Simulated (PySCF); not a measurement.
The numbers below are computed, except where a source is named.
A vibrational averaging run on 2,2-difluoroethylamine, C₂H₅F₂N, SMILES NCC(F)F. A sound run at PBE0/pcSseg-1 gave B0 = 8883, 3645, 2802 MHz, harmonic ZPE 17315 cm⁻¹, lowest mode 124 cm⁻¹ and averaged shieldings 236.47, 132.03, 59.20, 301.66, 307.19, 30.53, 30.03, 27.87, 28.01, 25.43 ppm.

Input of the run in question:

```
{"job": {"xc": "PBE0", "basis": "pcSseg-1", "grid": 2, "temperatures": [100, 700], "hess_step": 0.0001, "kind": "iso"}, "charge": 0, "multiplicity": 1}
N      1.474296     0.237295    -0.011005
C      0.273757    -0.463267     0.378391
C     -1.002470     0.058419    -0.240617
F     -2.070898    -0.627936     0.243120
F     -1.170365     1.369441     0.098367
H      1.654214     0.145895    -1.006869
H      1.387987     1.229656     0.190283
H      0.149031    -0.403147     1.466959
H      0.366476    -1.526757     0.128520
H     -1.026497    -0.000981    -1.337260
```

Command: OMP_NUM_THREADS=1 python ens_run.py task.json out

Output:

```
parent
  Be/MHz 8952.455 3678.23 2827.173
  B0/MHz 8883.408 3645.439 2802.386
  ZPE/cm-1 17314.5
  <sigma>(0 K)/ppm 236.469 132.034 59.197 301.658 307.186 30.532 30.031 27.873 28.009 25.434
13C at atom 2
  Be/MHz 8933.267 3670.422 2824.449
  B0/MHz 8865.32 3637.979 2799.929
  ZPE/cm-1 17259.9
  <sigma>(0 K)/ppm 236.483 132.048 59.235 301.793 307.319 30.532 30.031 27.874 28.010 25.437
```

What is doubtful here, and how much did it matter?

The setting at fault: Hessian step far outside the useful range. The isotope effects on the shieldings at 0 K read 14, 14, 38, 135, 133, 0, 1, 1, 1, 4 ppb against 15, 14, 38, 135, 133, 1, 1, 1, 1, 4 ppb in the sound run, and B0 − Be of the smallest constant -24.8 against -24.8 MHz.
